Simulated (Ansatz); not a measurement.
# CHSi2 (quartet): from a generated start to a stationary point

Aim: relax a generated start of CHSi2 (quartet) and see which bonds hold.

The runs use Ansatz 0.2.0, Gaussian basis; UKS PBE0/def2-TZVP.

## (1) Where the work starts

4 atoms, charge 0, spin multiplicity 4.

Atoms are counted from 1 here; the program's logs count them from 0.

Bond lengths: C1–Si2 1.745 Å, C1–H4 1.085 Å, Si2–Si3 2.178 Å. Angles: Si2–C1–H4 128.8°, C1–Si2–Si3 177.8°.

The start was built by rule and, where that kept it together, relaxed with GFN2-xTB. Sticks and bond lists go by distance. 

## (2) The run

The input, in.yaml:

```yaml
crystal:
  periodic: [false, false, false]
  atoms:
    - {symbol: C, position_ang: [-1.241746, -0.221699, -0.002116]}
    - {symbol: Si, position_ang: [0.503024, -0.178176, -0.001274]}
    - {symbol: Si, position_ang: [2.680939, -0.206782, -0.000886]}
    - {symbol: H, position_ang: [-1.942217, 0.606657, 0.004277]}
basis:
  gaussian: {orbitals: def2-TZVP}
magnetization: {spin_polarized: true, initial_magnetization: 3}
hamiltonian: {xc: pbe0}
relax: {f_tol: 0.004, max_steps: 80}
```

Launch:

```bash
ansatz run in.yaml --threads 1 --pin off --events-out ev --progress --plain --max-ram 2176MiB
```

Before running it: what results should come out? Wanted: energy gained; shift from the start; total energy; dipole moment; ⟨S²⟩.

**Answer**, as computed:

| quantity | value |
| --- | --- |
| steps | 7 |
| energy gained | 0.203 eV |
| shift from the start (rms) | 0.300 Å |
| total energy | -16795.0211 eV |
| dipole moment | 0.93 D |
| ⟨S²⟩ | 3.796 |

The bonds of the start are those of the end. Si2–Si3 went from 2.178 to 2.242 Å. No vibrations were run, so this is a stationary point, not a proven minimum, and this spin need not be the ground state's.
